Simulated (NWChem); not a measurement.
Species: N2H cation; SMILES N#[NH+]

```xyz
3

N      0.0000     0.0000     0.6578
N      0.0000     0.0000    -0.4350
H      0.0000     0.0000    -1.4794
```
Atoms are numbered in this order, from 1.

Coordinates come from a PBE0/def2-SVP optimisation.

List the 4 lowest vertical singlet excitations and the 4 lowest triplet ones from PBE/6-31+G* (spherical d), TDA (NWChem).


```json
[
 {"state": "S1", "energy (eV)": "9.81", "oscillator strength": "0.000", "leading excitation (squared amplitude)": "HOMO−2 → LUMO+1 (0.50)"},
 {"state": "S2", "energy (eV)": "10.27", "oscillator strength": "0.000", "leading excitation (squared amplitude)": "HOMO−2 → LUMO+1 (0.50)"},
 {"state": "S3", "energy (eV)": "10.27", "oscillator strength": "0.000", "leading excitation (squared amplitude)": "HOMO−2 → LUMO (0.50)"},
 {"state": "S4", "energy (eV)": "10.37", "oscillator strength": "0.058", "leading excitation (squared amplitude)": "HOMO → LUMO+1 (0.87)"},
 {"state": "T1", "energy (eV)": "7.67", "oscillator strength": "spin-forbidden", "leading excitation (squared amplitude)": "HOMO → LUMO (1.00)"},
 {"state": "T2", "energy (eV)": "7.67", "oscillator strength": "spin-forbidden", "leading excitation (squared amplitude)": "HOMO → LUMO+1 (1.00)"},
 {"state": "T3", "energy (eV)": "7.78", "oscillator strength": "spin-forbidden", "leading excitation (squared amplitude)": "HOMO−2 → LUMO (0.50)"},
 {"state": "T4", "energy (eV)": "8.50", "oscillator strength": "spin-forbidden", "leading excitation (squared amplitude)": "HOMO−2 → LUMO (0.50)"}
]
```
